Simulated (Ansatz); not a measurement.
# NO2+ (triplet): from Hartree-Fock to the top rungs, def2-TZVPP

One table from this session's results is given with a row withheld; the runs are named, their logs left out.

Program: Ansatz 0.2.0, Gaussian basis. Level of theory: def2-TZVPP, core rule «outside noble gas», up to 3 orbitals frozen. These are calculated values, not measurements.

To be run: UHF; ROHF; CCSD(T) on UHF.

**The system**

The geometry is a PBE0/def2-TZVP stationary point (not a proven minimum) of the parent state, kept for this charge and spin.

3 atoms, charge 1, spin multiplicity 3.

Atoms are counted from 1 here; the program's logs count them from 0.

Bond lengths: O1–N2 1.281 Å, N2–O3 1.281 Å. Angles: O1–N2–O3 113.4°.

Coordinates:

```xyz
3
charge 1, multiplicity 3
O     0.0000   -0.2140    1.0706
N     0.0000    0.4888    0.0000
O     0.0000   -0.2140   -1.0706
```

The first run:

in.yaml reads:

```yaml
crystal:
  periodic: [false, false, false]
  atoms:
    - {symbol: O, position_ang: [0.000000, -0.213966, 1.070604]}
    - {symbol: N, position_ang: [0.000000, 0.488812, 0.000000]}
    - {symbol: O, position_ang: [0.000000, -0.213966, -1.070604]}
basis:
  gaussian: {orbitals: def2-TZVPP}
total_charge: 1
magnetization: {spin_polarized: true, initial_magnetization: 2}
hamiltonian: {xc: hf}
output: {orbitals: {seedname: orbitals}}
```

Launch:

```
ansatz run in.yaml --threads 1 --pin off --events-out ev --progress --plain --max-ram 4096MiB --backend cpu
```

Steps of the session up to this table: UHF; ROHF; CCSD(T) on UHF.

One table of the session follows, with a row left open; its other results are not shown here.

| method | from UCCSD(T) (meV) |
| --- | --- |
| ROHF | +17515.2 |
| UHF | +17111.5 |
| UMP2 | +1783.8 |
| UCCSD | ? |
| UCCSD(T) | 0 |

Q: Estimate the row for UCCSD from the others.

The run gave: from UCCSD(T) (meV): +899.2. In the column «from UCCSD(T) (meV)» it lies between UCCSD(T) (0) and UMP2 (+1783.8).
